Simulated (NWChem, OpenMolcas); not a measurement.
**Predicting a hybrid from its neighbours: SiS**

The species is SiS (2 atoms), meant as a singlet with charge 0. SMILES: `[Si-]#[S+]`. Geometry: the measured bond length.

The dipole moment y, in D, basis cc-pVTZ; a is the functional's share of exact exchange. Programs: NWChem 7.3.0, OpenMolcas 26.06.

```
functional     program     a  y (D)
       PBE      NWChem     0   1.49
    r2SCAN      NWChem     0   1.56
     B3LYP      NWChem   0.2   1.75
      PBE0  OpenMolcas  0.25      ?
     BHLYP  OpenMolcas   0.5   2.01
```

**Question.** Fit y = c + s·a to the known rows and predict PBE0.

**Answer.** 
1. Means of the 4 rows: a = 0.1750, y = 1.702.
2. Σ(Δa)² = 0.1675, Σ(Δa·Δy) = 0.16325, so the slope is 0.16325/0.1675 = 0.97463.
3. Intercept: 1.702 − (0.97463) × 0.1750 = 1.531. The largest residual of the fit is 0.041.
4. PBE0: 1.531 + (0.97463) × 0.25 = 1.77 D.

The run gave 1.72 D, so the prediction is off by +0.05 D, about the scatter of the fit. More exact exchange makes the molecule more polar here. The rows mix families of semi-local functionals, which the line can't see. The measured value is 1.73 D (NIST CCCBDB).
